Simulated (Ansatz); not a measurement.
Other spins and charges of BH4, doublet at one geometry

Geometry (PBE0/def2-TZVP stationary point for this spin, not checked as a minimum):

```xyz
5

B     0.0000    0.0000    0.0000
H     0.4147    0.8125    0.8107
H    -0.4243   -0.8077    0.8105
H    -0.4128    0.8086   -0.8154
H     0.4225   -0.8134   -0.8057
```

Basis cc-pVDZ; Ansatz 0.2.0. Correlated methods freeze the noble-gas cores. Prefix R: restricted or restricted open-shell reference; prefix U: unrestricted. Active spaces: valence = (7e, 8o) chosen from the atoms' valence shells.

Gaps are energies of the second state less the first, at fixed atoms, for a selection of the levels run; each method lands on the state that its own search finds for that charge and spin.

For open shells CISD is restricted-active-space CI with the open shells as a complete middle space.

Removing an electron, to the singlet: 10.572 eV at RCCSDT(Q).

| level | gap (eV) | error (meV) |
| --- | --- | --- |
| RHF | 10.508 | -64 |
| RMP2 | 10.746 | 174 |
| CISD | 10.607 | 35 |
| RCCSD | 10.596 | 24 |
| RCCSD(T) | 10.581 | 9 |
| BCCD(T) | 10.581 | 9 |
| RCCSDT | 10.578 | 6 |
| CASSCF (valence space) | 9.805 | -767 |
| NEVPT2 (valence space) | 10.335 | -237 |
| MRCISD (valence space) | 10.512 | -60 |
| MRCISD+Q (valence space) | 10.563 | -9 |
| PBE | 10.699 | 127 |
| r2SCAN | 10.861 | 289 |
| PBE0 | 10.866 | 294 |
| B3LYP | 10.860 | 288 |
| BHLYP | 10.930 | 358 |
| wB97M-V | 10.717 | 145 |
| B2PLYP | 10.778 | 206 |
| RPA-PBE | 10.751 | 179 |

Removing an electron, to the triplet: 12.818 eV at UCCSDT(Q).

```json
{"level": "UHF", "gap (eV)": "11.716", "error (meV)": "-1102"}
{"level": "UMP2", "gap (eV)": "12.687", "error (meV)": "-131"}
{"level": "CISD", "gap (eV)": "12.694", "error (meV)": "-124"}
{"level": "UCCSD", "gap (eV)": "12.790", "error (meV)": "-28"}
{"level": "RCCSD(T)", "gap (eV)": "12.816", "error (meV)": "-2"}
{"level": "UCCSD(T)", "gap (eV)": "12.815", "error (meV)": "-3"}
{"level": "RCCSDT", "gap (eV)": "12.817", "error (meV)": "-1"}
{"level": "UCCSDT", "gap (eV)": "12.817", "error (meV)": "-1"}
{"level": "NEVPT2 (valence space)", "gap (eV)": "12.599", "error (meV)": "-219"}
{"level": "MRCISD (valence space)", "gap (eV)": "12.768", "error (meV)": "-50"}
```

Quartet less doublet: 8.436 eV at UCCSDT(Q).

```json
{"level": "RHF", "gap (eV)": "7.690", "error (meV)": "-746"}
{"level": "UHF", "gap (eV)": "7.768", "error (meV)": "-668"}
{"level": "RMP2", "gap (eV)": "8.381", "error (meV)": "-55"}
{"level": "UMP2", "gap (eV)": "8.347", "error (meV)": "-89"}
{"level": "CISD", "gap (eV)": "8.349", "error (meV)": "-87"}
{"level": "RCCSD", "gap (eV)": "8.429", "error (meV)": "-7"}
{"level": "UCCSD", "gap (eV)": "8.429", "error (meV)": "-7"}
{"level": "RCCSD(T)", "gap (eV)": "8.438", "error (meV)": "2"}
{"level": "UCCSD(T)", "gap (eV)": "8.437", "error (meV)": "1"}
{"level": "BCCD(T)", "gap (eV)": "8.437", "error (meV)": "1"}
{"level": "RCCSDT", "gap (eV)": "8.436", "error (meV)": "0"}
{"level": "UCCSDT", "gap (eV)": "8.435", "error (meV)": "-1"}
{"level": "RCCSDT(Q)", "gap (eV)": "8.436", "error (meV)": "0"}
{"level": "CASSCF (valence space)", "gap (eV)": "8.306", "error (meV)": "-130"}
{"level": "NEVPT2 (valence space)", "gap (eV)": "8.398", "error (meV)": "-38"}
{"level": "MRCISD (valence space)", "gap (eV)": "8.447", "error (meV)": "11"}
{"level": "MRCISD+Q (valence space)", "gap (eV)": "8.452", "error (meV)": "16"}
{"level": "r2SCAN", "gap (eV)": "8.325", "error (meV)": "-111"}
{"level": "PBE0", "gap (eV)": "8.370", "error (meV)": "-66"}
{"level": "B2PLYP", "gap (eV)": "8.497", "error (meV)": "61"}
```

In so small a basis the reference is far from its limit while semilocal and hybrid functionals are nearer theirs (RPA and double hybrids share much of the reference's basis error), so the functionals' errors here hold much of the reference's basis and frozen-core error, which can add to them or hide them.

The reference is named with each gap: full CI where it ran, else the highest cluster level, uncertain by about the last step of the series. The frozen core follows each run's orbitals, which can shift R against U totals by a few meV.
